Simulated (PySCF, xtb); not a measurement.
CS, SMILES [C-]#[S+].

Harmonic wavenumbers (cm⁻¹) from GFN2-xTB in xtb at its own minimum, in rising order: 1386.

### Question
What does PBE0-D3(BJ)/def2-TZVPD (PySCF) give at its own minimum? (An estimate is asked for; the answer gives what the named calculation found.)

### Answer
1332. Paired by order, the mean absolute difference is 55 cm⁻¹ and the zero-point energies are 2.0 and 1.9 kcal/mol.
